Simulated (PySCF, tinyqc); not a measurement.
RKS/LDA (PW92) in the sto-3g basis, for CH+, spin multiplicity 1, step by step. The lowest restricted solution is unstable here: a spin-polarised one lies 0.0063 hartree lower (PySCF). One step of it, computed by the program tinyqc.

Problem. Iteration 2: diagonalisation and new density. A level shift of 0.5 hartree raises the virtual space: F + shift (S - S D(s) S), with D(s) the density of one spin (D/2). Diagonalise F' = X^T F X, C = X C', fill 3 alpha and 3 beta electrons from the bottom; D = 2 C_occ C_occ^T; the new density keeps 0.3 of the old one (damping). Each column has its largest component positive (the first on a tie).

Kohn-Sham matrix F (hartree), order 1C 1s, 1C 2s, 1C 2px, 1C 2py, 1C 2pz, 2H 1s:
$$\begin{pmatrix}
-10.605485 & -2.839855 & -0.005154 & -0.003022 & 0.016546 & -0.057086 \\
-2.839855 & -1.488593 & -0.016644 & -0.016477 & 0.061143 & -0.107457 \\
-0.005154 & -0.016644 & -0.407951 & -0.002985 & -0.004846 & -0.000860 \\
-0.003022 & -0.016477 & -0.002985 & -0.457415 & -0.002683 & -0.000858 \\
0.016546 & 0.061143 & -0.004846 & -0.002683 & -0.462964 & -0.107810 \\
-0.057086 & -0.107457 & -0.000860 & -0.000858 & -0.107810 & -0.538446
\end{pmatrix}$$

X, order 1C 1s, 1C 2s, 1C 2px, 1C 2py, 1C 2pz, 2H 1s:
$$\begin{pmatrix}
1.024317 & -0.129738 & 0.000000 & 0.000000 & -0.000656 & 0.006391 \\
-0.129738 & 1.027580 & 0.000000 & 0.000000 & 0.004213 & -0.047290 \\
0.000000 & 0.000000 & 1.000000 & 0.000000 & 0.000000 & 0.000000 \\
0.000000 & 0.000000 & 0.000000 & 1.000000 & 0.000000 & 0.000000 \\
-0.000656 & 0.004213 & 0.000000 & 0.000000 & 1.005297 & -0.059775 \\
0.006391 & -0.047290 & 0.000000 & 0.000000 & -0.059775 & 1.008506
\end{pmatrix}$$

D after iteration 1, order 1C 1s, 1C 2s, 1C 2px, 1C 2py, 1C 2pz, 2H 1s:
$$\begin{pmatrix}
1.791631 & -0.361740 & -0.113337 & 0.101570 & -0.313901 & 0.180638 \\
-0.361740 & 1.689417 & -0.060906 & -0.114030 & 0.561213 & 0.245503 \\
-0.113337 & -0.060906 & 1.867816 & -0.126527 & -0.198693 & 0.371808 \\
0.101570 & -0.114030 & -0.126527 & 0.034532 & -0.086862 & 0.000995 \\
-0.313901 & 0.561213 & -0.198693 & -0.086862 & 0.426987 & -0.079959 \\
0.180638 & 0.245503 & 0.371808 & 0.000995 & -0.079959 & 0.341930
\end{pmatrix}$$

overlap S, order 1C 1s, 1C 2s, 1C 2px, 1C 2py, 1C 2pz, 2H 1s:
$$\begin{pmatrix}
1.000000 & 0.248362 & 0.000000 & 0.000000 & 0.000000 & 0.004904 \\
0.248362 & 1.000000 & 0.000000 & 0.000000 & 0.000000 & 0.090531 \\
0.000000 & 0.000000 & 1.000000 & 0.000000 & 0.000000 & 0.000000 \\
0.000000 & 0.000000 & 0.000000 & 1.000000 & 0.000000 & 0.000000 \\
0.000000 & 0.000000 & 0.000000 & 0.000000 & 1.000000 & 0.117875 \\
0.004904 & 0.090531 & 0.000000 & 0.000000 & 0.117875 & 1.000000
\end{pmatrix}$$

Give: F' = X^T F X; orbital energies; coefficients C; D after iteration 2.

Solution.

F' = X^T F X (hartree):
$$\begin{pmatrix}
-10.323 & -1.448 & 0.027 & -0.023 & 0.064 & -0.034 \\
-1.448 & -0.889 & -0.002 & 0.009 & -0.067 & -0.134 \\
0.027 & -0.002 & -0.375 & 0.029 & 0.039 & -0.089 \\
-0.023 & 0.009 & 0.029 & 0.034 & 0.019 & 0.002 \\
0.064 & -0.067 & 0.039 & 0.019 & -0.060 & -0.051 \\
-0.034 & -0.134 & -0.089 & 0.002 & -0.051 & -0.119
\end{pmatrix}$$

orbital energies (hartree): MO1 -10.541, MO2 -0.713, MO3 -0.402, MO4 -0.101, MO5 -0.019, MO6 0.043

coefficients C, order 1C 1s, 1C 2s, 1C 2px, 1C 2py, 1C 2pz, 2H 1s:
$$\begin{pmatrix}
0.994 & -0.269 & 0.033 & 0.072 & -0.003 & -0.004 \\
0.024 & 0.987 & -0.124 & -0.285 & 0.055 & 0.020 \\
-0.003 & 0.064 & 0.959 & -0.148 & 0.197 & 0.123 \\
0.002 & -0.022 & -0.057 & -0.047 & -0.337 & 0.938 \\
-0.005 & 0.117 & -0.111 & 0.578 & 0.753 & 0.295 \\
0.005 & 0.176 & 0.249 & 0.711 & -0.629 & -0.171
\end{pmatrix}$$

D after iteration 2, order 1C 1s, 1C 2s, 1C 2px, 1C 2py, 1C 2pz, 2H 1s:
$$\begin{pmatrix}
2.023 & -0.453 & -0.018 & 0.039 & -0.151 & 0.006 \\
-0.453 & 1.894 & -0.096 & -0.054 & 0.349 & 0.274 \\
-0.018 & -0.096 & 1.854 & -0.117 & -0.198 & 0.462 \\
0.039 & -0.054 & -0.117 & 0.016 & -0.021 & -0.025 \\
-0.151 & 0.349 & -0.198 & -0.021 & 0.165 & -0.034 \\
0.006 & 0.274 & 0.462 & -0.025 & -0.034 & 0.233
\end{pmatrix}$$
